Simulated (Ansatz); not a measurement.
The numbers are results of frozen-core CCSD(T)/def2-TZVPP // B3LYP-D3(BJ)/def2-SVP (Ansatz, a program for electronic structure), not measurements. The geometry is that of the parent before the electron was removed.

Ansatz 0.2 input:
```yaml
crystal:
  periodic: [false, false, false]
  atoms:
    - { symbol: N, position_ang: [-0.00411, -0.003629, 0.305983] }
    - { symbol: H, position_ang: [0.893227, -0.288477, -0.09345] }
    - { symbol: H, position_ang: [-0.695307, -0.626293, -0.118797] }
    - { symbol: H, position_ang: [-0.19381, 0.9184, -0.093736] }
basis:
  gaussian: { orbitals: def2-TZVPP }
correlation:
  method: ccsd_t
total_charge: 1
magnetization:
  spin_polarized: true
  initial_magnetization: 1
```

Output:

```
Functional definition: HF
416 factors; integrals over basis functions are off by at most 1.0e-3 eV
mean field evaluation 1: about -1518.1791 eV, gradient 2.5e1 eV
mean field evaluation 2: about -1518.1792 eV, gradient 2.5e1 eV
mean field evaluation 4: about -1520.3408 eV, gradient 1.5e0 eV
mean field evaluation 8: about -1520.3616 eV, gradient 5.7e-4 eV
mean field evaluation 16: about -1520.3628 eV, gradient 1.7e-1 eV
mean field -1520.36164610 eV, -55.8722599561 hartree, gradient 2.5e-6 eV, S^2 0.757961; 0 other end points of the search recorded, 0 dependent functions left out
1 core orbitals not correlated
reference -1520.36164610 eV, -55.8722599561 hartree; 4, 3 occupied and 68, 69 virtual orbitals, 416 factors
second order -4.88658043 eV of doubles, -0.00000000 eV of singles
cycle   1  -5.24571450 eV  change   -3.6e-1 eV  update   3.4e-2
cycle   2  -5.37802059 eV  change   -1.3e-1 eV  update   1.3e-2
cycle   3  -5.38924177 eV  change   -1.1e-2 eV  update   4.3e-3
cycle   4  -5.39028507 eV  change   -1.0e-3 eV  update   1.8e-3
cycle   5  -5.39065733 eV  change   -3.7e-4 eV  update   5.6e-4
cycle   6  -5.39075825 eV  change   -1.0e-4 eV  update   1.4e-4
cycle   7  -5.39076603 eV  change   -7.8e-6 eV  update   4.6e-5
cycle   8  -5.39076535 eV  change    6.8e-7 eV  update   1.4e-5
cycle   9  -5.39076627 eV  change   -9.3e-7 eV  update   3.6e-6
perturbative correction -0.13005685 eV, -0.0047795009 hartree
Total energy: -1525.88246922 eV, -56.0751464636 hartree
```

Cost: roughly 3 core-seconds.
